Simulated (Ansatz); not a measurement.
C4H7F (`C=C(C)CF`). The species carries charge 0 and has multiplicity 1. The structure was optimised at the PBE0-D4/def2-TZVP level. It is one conformer, not always the lowest.

```xyz
12

C     0.344    1.290   -0.771
C     0.059    0.189   -0.088
C     0.440   -0.027    1.341
C    -0.684   -0.953   -0.701
F    -1.017   -0.727   -2.016
H     0.884    2.108   -0.307
H     0.047    1.401   -1.806
H    -0.443   -0.200    1.965
H     0.974    0.836    1.739
H     1.083   -0.907    1.450
H    -1.611   -1.143   -0.146
H    -0.076   -1.866   -0.659
```

Question: What is the dipole moment at B3LYP/def2-TZVPP? (Best estimate.)

Answer: The calculation gave: 1.99 D, with components (0.43, -0.43, 1.90) D in this frame, pointing from negative to positive charge.

Question: And with PBE, r2SCAN, ωB97M-V? (Estimate.)

Answer: Ansatz gave: PBE 1.90 D, r2SCAN 1.98 D, ωB97M-V 1.98 D.

Question: Give the Mulliken charges with B3LYP, PBE, r2SCAN in def2-TZVPP. (Estimate.)

Answer: Ansatz gave: 
| atom | B3LYP | PBE | r2SCAN |
| --- | --- | --- | --- |
| C1 | -0.23 | -0.21 | -0.21 |
| C2 | -0.03 | -0.02 | -0.01 |
| C3 | -0.23 | -0.22 | -0.12 |
| C4 | 0.12 | 0.09 | 0.20 |
| F5 | -0.25 | -0.20 | -0.24 |
| H6 | 0.09 | 0.08 | 0.07 |
| H7 | 0.11 | 0.10 | 0.09 |
| H8 | 0.09 | 0.09 | 0.05 |
| H9 | 0.08 | 0.08 | 0.05 |
| H10 | 0.09 | 0.09 | 0.05 |
| H11 | 0.08 | 0.07 | 0.04 |
| H12 | 0.08 | 0.07 | 0.04 |

B3LYP here is the variant with VWN-RPA as its local correlation; programs differ in this.
